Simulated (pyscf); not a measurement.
**Hydrogen abstraction: `[CH3][AlH2]` + `[H]` [doublet] -> `[CH2][AlH2]` [doublet] + `[H][H]`**

Gas phase, doublet surface, charge 0. Bonds broken: C1–H3. Bonds formed: H3–H8. Optimised with ωB97X-D3(BJ)/def2-SVP in PySCF.

Transition state (Å):

```xyz
8

C     -1.2243    -0.5658    -0.3426
Al    -0.0500     0.8570     0.2750
H     -1.0645    -0.5509    -1.6689
H     -2.3147    -0.4266    -0.2813
H     -0.9583    -1.6127    -0.1301
H     -0.5975     2.3441     0.3693
H      1.4658     0.5342     0.6186
H     -1.0532    -0.6587    -2.6270
```

One imaginary mode, 1467i cm⁻¹; descent along it reached the two sides named.

```tsv
bond	change	reactant side (Å)	saddle	product side
C1–H3	breaks	1.120	1.336	2.9
H3–H8	forms	3.4	0.964	0.765
```

Electronic energies relative to the separated reactants (kJ/mol):

```tsv
level	barrier	reaction energy	reverse barrier
ωB97X-D3(BJ)/def2-TZVP	39.2	-16.6	55.8
PBE/def2-TZVP	17.3	-11.6	28.9
r²SCAN/def2-TZVP	11.7	-30.7	42.4
B3LYP-D3(BJ)/def2-TZVP	15.7	-31.2	46.9
PBE0-D3(BJ)/def2-TZVP	27.4	-11.7	39.1
M06-2X/def2-TZVP	43.6	-19.2	62.9
ωB97M-D3(BJ)/def2-TZVP	38.9	-16.7	55.6
HF/def2-TZVP	81.6	-28.1	109.7
```

With ωB97M-D3(BJ)/def2-TZVP energies and thermal terms (ideal gas, 1 atm, RRHO with modes under 100 cm⁻¹ raised to 100, one conformer, R ln 2 for chiral ones without a mode under 150 cm⁻¹), in kJ/mol:

| T (K) | ΔH‡ | ΔG‡ | ΔH | ΔG |
|---|---|---|---|---|
| 298 | 29.0 | 58.3 | -21.4 | -23.2 |
| 600 | 27.5 | 88.7 | -20.5 | -25.5 |
| 900 | 27.2 | 119.5 | -21.2 | -27.9 |
| 1200 | 27.0 | 150.2 | -23.0 | -29.8 |

•H₂C–AlH₂ lies 60.3 kJ/mol over its isomer [H₃C–AlH]• (electronic energy, ωB97M-D3(BJ)/def2-TZVP). This is the saddle that the search found; another between the same sides may lie lower. The angle at the transferred H is 171°.
